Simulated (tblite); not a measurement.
Compound: C₄H₅O (doublet state).
InChI=1S/C4H5O/c5-4-2-1-3-4/h1-2,4H,3H2/t4-/m0/s1

Calculated harmonic vibrations of the isolated species, GFN2-xTB (tblite), most abundant isotopes, no scaling. This tight-binding method is rough: wavenumbers can miss measured ones by several per cent, in bad cases by 10 to 20. Open shells enter through the occupations alone, without spin polarisation, and single modes of such species can be off by tens of per cent.

Harmonic wavenumbers (cm⁻¹): 201.4, 296.5, 440.8, 529.6, 728.6, 745.0, 760.7, 851.8, 926.4, 984.8, 1005.3, 1037.0, 1042.6, 1156.7, 1180.9, 1253.6, 1356.1, 1411.1, 1666.4, 2646.8, 2992.0, 3027.1, 3102.1, 3154.2.

A = 11229, B = 5304, C = 4053 MHz; mass 69.034 u (most abundant isotopes); point group C1, symmetry number 1; spin multiplicity 2.

Q: Zero-point energy?

A: Half the sum of the wavenumbers: 16249 cm⁻¹ = 194.38 kJ/mol.

Q: Entropy at 500 K, 1 bar (ideal gas, RRHO, classical rotation)?

A: Translation 172.41, rotation 109.80, vibration 63.50, spin (R ln 2) 5.76: S = 351.5 J/(mol K).

Q: And Cp and H(500 K) − H(0)?

A: Cp = 124.94 J/(mol K), of which vibrations give 91.68 (their classical limit is 24 R = 199.5); H(500 K) − H(0) = 36.51 kJ/mol without the zero-point energy, 19.88 from vibrations.

Q: What must be added to the electronic energy to get the Gibbs energy at 500 K and 1 bar?

A: ZPE + [H(500 K) − H(0)] − T·S = 194.38 + 36.51 − 175.74 = 55.15 kJ/mol.

Q: How do the functions run with temperature in this model?

A: 
```json
{"T (K)": "150", "S (J/(mol K))": "255.1", "Cp (J/(mol K))": "48.9", "H − H(0) (kJ/mol)": "5.76", "G − H(0) (kJ/mol)": "-32.50", "ln q(vib)": "0.24"}
{"T (K)": "250", "S (J/(mol K))": "284.8", "Cp (J/(mol K))": "70.4", "H − H(0) (kJ/mol)": "11.67", "G − H(0) (kJ/mol)": "-59.53", "ln q(vib)": "0.78"}
{"T (K)": "298.15", "S (J/(mol K))": "298.2", "Cp (J/(mol K))": "82.2", "H − H(0) (kJ/mol)": "15.35", "G − H(0) (kJ/mol)": "-73.57", "ln q(vib)": "1.11"}
{"T (K)": "400", "S (J/(mol K))": "325.7", "Cp (J/(mol K))": "105.7", "H − H(0) (kJ/mol)": "24.94", "G − H(0) (kJ/mol)": "-105.36", "ln q(vib)": "1.94"}
{"T (K)": "600", "S (J/(mol K))": "375.7", "Cp (J/(mol K))": "140.3", "H − H(0) (kJ/mol)": "49.80", "G − H(0) (kJ/mol)": "-175.60", "ln q(vib)": "3.83"}
{"T (K)": "900", "S (J/(mol K))": "439.0", "Cp (J/(mol K))": "171.3", "H − H(0) (kJ/mol)": "96.97", "G − H(0) (kJ/mol)": "-298.13", "ln q(vib)": "6.85"}
```

q(vib) and H(0) count from the zero-point level.

Q: Which modes carry the vibrational entropy at 500 K?

A: 201.4 cm⁻¹: 12.97; 296.5 cm⁻¹: 9.88; 440.8 cm⁻¹: 6.87; 529.6 cm⁻¹: 5.57; 728.6 cm⁻¹: 3.53; 745.0 cm⁻¹: 3.40 J/(mol K); the other 18 give 21.28 together.

Hindered rotation and anharmonicity are outside this model. The structure is chiral; the term R ln 2 for an equal mix with its mirror image is left out.
